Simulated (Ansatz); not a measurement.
Geometry optimisation, UKS PBE0/def2-SVP (Ansatz).

Input file:

```yaml
crystal:
  periodic: [false, false, false]
  atoms:
    - { symbol: Al, position_ang: [-0.064246, 0.024152, -0.257971] }
    - { symbol: H, position_ang: [-0.051619, 0.009761, 2.507946] }
    - { symbol: C, position_ang: [1.710729, 0.017925, -1.118287] }
    - { symbol: H, position_ang: [2.043603, -1.0245, -1.269201] }
    - { symbol: H, position_ang: [1.701578, 0.508539, -2.106673] }
    - { symbol: H, position_ang: [2.471315, 0.507419, -0.488514] }
    - { symbol: H, position_ang: [-1.38466, -0.036518, -1.192355] }
    - { symbol: H, position_ang: [0.009, -0.006877, 3.229254] }
magnetization:
  spin_polarized: true
  initial_magnetization: 1
basis:
  gaussian: { orbitals: def2-SVP }
hamiltonian:
  xc: pbe0
relax:
  f_tol: 0.03
  max_steps: 50
output:
  orbitals: {}
```

Run as:

```bash
$ ansatz run input.yaml --threads 1 --pin off --max-ram 2048MiB --backend cpu --events-out ev --progress --plain --runs-dir out
```

**Question.** Where does it end, and by what steps?

**Answer.** The forces met the threshold. The force dipped under the threshold on the way, but the program's further checks kept it going. After 8 steps the energy has fallen by 0.111 eV; H8 moved furthest, 0.77 Å.

| step | energy less start (eV) | largest force component (eV/Å) | accepted |
| --- | --- | --- | --- |
| 0 | 0.0000 | 1.801 | yes |
| 1 | -0.0751 | 0.077 | yes |
| 2 | -0.0952 | 0.066 | yes |
| 3 | -0.1051 | 0.128 | yes |
| 4 | -0.1085 | 0.090 | yes |
| 5 | -0.1100 | 0.109 | yes |
| 6 | -0.1107 | 0.064 | yes |
| 7 | -0.1112 | 0.019 | yes |
| 8 | -0.1114 | 0.013 | yes |

```xyz
8
Properties=species:S:1:pos:R:3
Al -0.106 0.083 -0.610
H -0.134 0.096 3.238
C 1.740 0.026 -1.296
H 1.960 -0.993 -1.664
H 1.833 0.704 -2.163
H 2.509 0.298 -0.559
H -1.304 -0.249 -1.637
H -0.063 0.036 3.994
```

Whether the end is a true minimum wasn't checked by a vibrational analysis.

The run took 23 s on 1 thread of Arm Neoverse V1, on a shared host, peak memory 0.12 GiB.
